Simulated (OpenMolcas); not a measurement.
How methods differ on BNH4 (BH2(NH2))

The species is BNH4 (6 atoms), meant as a singlet with charge 0. SMILES: `[H]B([H])N`. The coordinates come from a GFN2-xTB relaxation.

| atom | x (Å) | y (Å) | z (Å) |
| --- | --- | --- | --- |
| B | 0.3419 | 0.5951 | 0.0037 |
| H | 1.3301 | 0.6743 | 0.6274 |
| H | -0.0786 | 1.4968 | -0.6141 |
| N | -0.3454 | -0.5987 | -0.0039 |
| H | -1.1993 | -0.7506 | -0.5151 |
| H | -0.0488 | -1.4170 | 0.5020 |

Quantity: the energy change with the N4–H5 bond stretched from 1.007 to 1.510 Å, in eV. The values are calculated.

```json
{"level": "HF/STO-3G (restricted)", "kind": "Hartree–Fock", "program": "OpenMolcas", "value (eV)": "3.39", "less FCI/STO-3G": "+1.06"}
{"level": "SVWN5/STO-3G (restricted)", "kind": "LDA", "program": "OpenMolcas", "value (eV)": "2.38", "less FCI/STO-3G": "+0.05"}
{"level": "r2SCAN/STO-3G (restricted)", "kind": "meta-GGA", "program": "OpenMolcas", "value (eV)": "2.51", "less FCI/STO-3G": "+0.18"}
{"level": "B3LYP/STO-3G (restricted)", "kind": "global hybrid", "program": "OpenMolcas", "value (eV)": "2.49", "less FCI/STO-3G": "+0.16"}
{"level": "M06-2X/STO-3G (restricted)", "kind": "hybrid meta-GGA", "program": "OpenMolcas", "value (eV)": "2.72", "less FCI/STO-3G": "+0.39"}
{"level": "B2PLYP/STO-3G (restricted)", "kind": "double hybrid", "program": "OpenMolcas", "value (eV)": "2.61", "less FCI/STO-3G": "+0.28"}
{"level": "CCSD(T)/STO-3G (restricted)", "kind": "coupled cluster or CI", "program": "OpenMolcas", "value (eV)": "2.34", "less FCI/STO-3G": "+0.01"}
{"level": "FCI/STO-3G", "kind": "exact in the basis", "program": "OpenMolcas", "value (eV)": "2.33", "less FCI/STO-3G": "0.00"}
```

FCI/STO-3G is exact within its basis and frozen core, so for wave-function methods in that basis the difference is their error; functionals converge differently with the basis, so for them it is only a difference. Spin-restricted single references rise too steeply as a bond breaks, Hartree–Fock most of all. The first shape isn't each level's own minimum. The values span 2.33 to 3.39 eV. All rows use very small basis sets, so even the best lies far from the true value.
